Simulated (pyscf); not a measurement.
Concerted two-bond exchange: `[PH3]` + `[BH]` [singlet] → `[BH]=[PH]` + `[H][H]`

Gas phase, singlet surface, charge 0. Bonds broken: P1–H2, P1–H3. Bonds formed: P1–B5, H2–H3. PySCF, gas phase, ωB97X-D3(BJ)/def2-SVP geometries.

Transition state (Å):

```xyz
6

P      0.3772     0.0047    -0.4814
H      0.2251     0.8076    -1.8385
H     -0.6472     0.9215    -1.1940
H     -0.2888    -1.1224    -0.9828
B      0.7284     0.1032     1.3267
H      0.9381     1.1791     1.8396
```

One imaginary mode, 1610i cm⁻¹; descent along it reached the two sides named, in the forms told below.

```
bond   change  reactant side (Å)  saddle  product side
-----  ------  -----------------  ------  ------------
P1–H2  breaks              1.449   1.584           3.2
P1–H3  breaks              1.411   1.548           4.0
P1–B5   forms              1.970   1.845         1.692
H2–H3   forms              2.163   1.091         0.759
```

Electronic energies relative to the separated reactants (kcal/mol):

```csv
level,barrier,reaction energy,reverse barrier
ωB97X-D3(BJ)/def2-TZVP,20.0,-55.7,75.7
PBE/def2-TZVP,1.8,-64.2,66.0
r²SCAN/def2-TZVP,4.7,-64.5,69.2
B3LYP-D3(BJ)/def2-TZVP,14.8,-57.0,71.8
PBE0-D3(BJ)/def2-TZVP,8.8,-60.6,69.4
M06-2X/def2-TZVP,19.3,-58.4,77.8
ωB97M-D3(BJ)/def2-TZVP,21.4,-55.4,76.7
HF/def2-TZVP,49.2,-37.2,86.4
```

With ωB97M-D3(BJ)/def2-TZVP energies and thermal terms (ideal gas, 1 atm, RRHO with modes under 100 cm⁻¹ raised to 100, one conformer, R ln 2 for chiral ones without a mode under 150 cm⁻¹), in kcal/mol:

```
T (K)   ΔH‡   ΔG‡     ΔH     ΔG
-----  ----  ----  -----  -----
298    21.0  29.4  -55.7  -54.7
600    21.0  38.1  -55.1  -54.0
900    21.4  46.5  -54.7  -53.5
1200   21.8  54.8  -54.5  -53.1
```

On the reactant side the descent ends in an adduct with a B–P contact, 20.3 kcal/mol under the separated species and 40.4 kcal/mol under the saddle at ωB97X-D3(BJ)/def2-TZVP. What is counted as formed (B–P) is already present as a longer contact in the reactant adduct; forming that adduct is a step of its own. The same reactants have a lower exit, to H₂B–PH₂ (barrier -7.3 kcal/mol at ωB97M-D3(BJ)/def2-TZVP, against +21.4 kcal/mol here). One saddle was located; it need not be the lowest between these sides.
